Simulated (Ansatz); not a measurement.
Ansatz (a first-principles code) input for hydrogen isocyanide (CHN), SMILES [C-]#[NH+], PBE/def2-TZVPD. Geometry optimised at B3LYP-D3(BJ)/def2-TZVPD.

Ansatz 0.2 input:
```yaml
crystal:
  periodic: [false, false, false]
  atoms:
    - {symbol: C, position_ang: [0.00000000, 0.00000000, 0.73650414]}
    - {symbol: N, position_ang: [0.00000000, 0.00000000, -0.42765133]}
    - {symbol: H, position_ang: [0.00000000, 0.00000000, -1.42546557]}
basis:
  gaussian:
    orbitals: def2-TZVPD
hamiltonian:
  xc: {name: PBE}
```

Log of the run:

```
WARN ansatz: RAYON_NUM_THREADS=1 ignored (pool sized by the plan → 1); use --threads N
Functional definition: PBE
integrals: 0.01 GiB planned
404 factors; their error is unknown
mean field: 0.14 GiB planned
mean field evaluation 1: about -2534.6130 eV, gradient 5.0e1 eV
mean field evaluation 2: about -2525.9716 eV, gradient 7.8e1 eV
mean field evaluation 4: about -2539.4231 eV, gradient 3.9e0 eV
mean field evaluation 8: about -2539.4545 eV, gradient 2.8e-2 eV
mean field -2539.45446809 eV, -93.3232303983 hartree, gradient 7.1e-5 eV, S^2 0.000000; 0 other end points of the search recorded, 0 dependent functions left out
reference -2539.45449846 eV, -93.3232315144 hartree; 7, 7 occupied and 76, 76 virtual orbitals, 404 factors
Total energy: -2539.45449846 eV, -93.3232315144 hartree
```

The run converged.
